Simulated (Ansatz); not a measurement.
**NH4+ with N2: structure and interaction energy**

One table from this session's results is given with a row withheld; the runs are named, their logs left out.

Method: PBE0-D4 structure, single points in def2-TZVPPD; program: Ansatz 0.2.0, Gaussian basis.

Levels: PBE-D4, revPBE-D4, BLYP-D4, r2SCAN-D4, B97M-V, PBE0-D4, B3LYP-D4, HSE06-D4, wB97X-V, wB97M-V, B2PLYP, Hartree-Fock, MP2, CCSD, CCSD(T). The reference is CCSD(T) extrapolated to the basis limit.

Cores are frozen in the correlated methods. B3LYP uses VWN-RPA correlation. B2PLYP carries no dispersion term here.

176 further runs of the same task are left out: 176 set aside as unsound or not needed.

**The system as given**

The pair, from a GFN2-xTB docking trial: 7 atoms, charge 1, spin multiplicity 1.

Atoms are counted from 1 here; the program's logs count them from 0.

Bond lengths: N1–H2 1.026 Å, N1–H3 1.024 Å, N1–H4 1.024 Å, N1–H5 1.064 Å, N6–N7 1.096 Å. Angles: H2–N1–H3 109.3°, H2–N1–H4 109.1°, H2–N1–H5 110.4°, H3–N1–H4 108.8°, H3–N1–H5 108.7°, H4–N1–H5 110.6°.

As a file:

```xyz
7

N    -0.0380    0.0624   -0.9191
H    -0.8232   -0.4026   -1.3877
H    -0.1891    1.0756   -0.9292
H     0.8264   -0.1471   -1.4272
H     0.0350   -0.2610    0.0918
N     0.0756   -0.3488    1.7703
N     0.1134    0.0216    2.8010
```

Atoms 1 to 5 are fragment A (NH4+), the rest fragment B (N2).

Set-up of the first run:

File pre/in.yaml:

```yaml
crystal:
  periodic: [false, false, false]
  atoms:
    - {symbol: N, position_ang: [-0.038000, 0.062400, -0.919100]}
    - {symbol: H, position_ang: [-0.823200, -0.402600, -1.387700]}
    - {symbol: H, position_ang: [-0.189100, 1.075600, -0.929200]}
    - {symbol: H, position_ang: [0.826400, -0.147100, -1.427200]}
    - {symbol: H, position_ang: [0.035000, -0.261000, 0.091800]}
    - {symbol: N, position_ang: [0.075600, -0.348800, 1.770300]}
    - {symbol: N, position_ang: [0.113400, 0.021600, 2.801000]}
basis:
  gaussian: {orbitals: def2-SVP}
total_charge: 1
hamiltonian: {xc: pbe, dispersion: d4}
relax: {f_tol: 0.03, max_steps: 250}
```

Run with:

```
$ ansatz run in.yaml --threads 2 --pin off --events-out ev --progress --plain --max-ram 5222MiB
```

Steps of the session up to this table: A first relaxation in a small basis; Relaxation at PBE0-D4; PBE-D4/def2-TZVPPD; r2SCAN-D4/def2-TZVPPD; PBE0-D4/def2-TZVPPD; B3LYP-D4/def2-TZVPPD; wB97X-V/def2-TZVPPD; wB97M-V/def2-TZVPPD; B2PLYP/def2-TZVPPD; BLYP-D4/def2-TZVPPD; revPBE-D4/def2-TZVPPD; B97M-V/def2-TZVPPD; HSE06-D4/def2-TZVPPD; CCSD(T)/def2-TZVPPD; MP2/def2-QZVPPD; Vibrations of the pair.

One table of the session follows, with a row left open; its other results are not shown here.

```
      method  interaction (meV)
      PBE-D4               -298
   revPBE-D4               -271
     BLYP-D4                  ?
   r2SCAN-D4               -251
      B97M-V               -270
     PBE0-D4               -274
    B3LYP-D4               -271
    HSE06-D4               -274
     wB97X-V               -249
     wB97M-V               -249
      B2PLYP               -248
Hartree-Fock               -150
         MP2               -252
        CCSD               -231
     CCSD(T)               -246
 CCSD(T)/CBS               -254
```

Estimate the missing values for BLYP-D4.

The run gave: interaction (meV): -280. In the column «interaction (meV)» it lies between PBE-D4 (-298) and PBE0-D4 (-274).
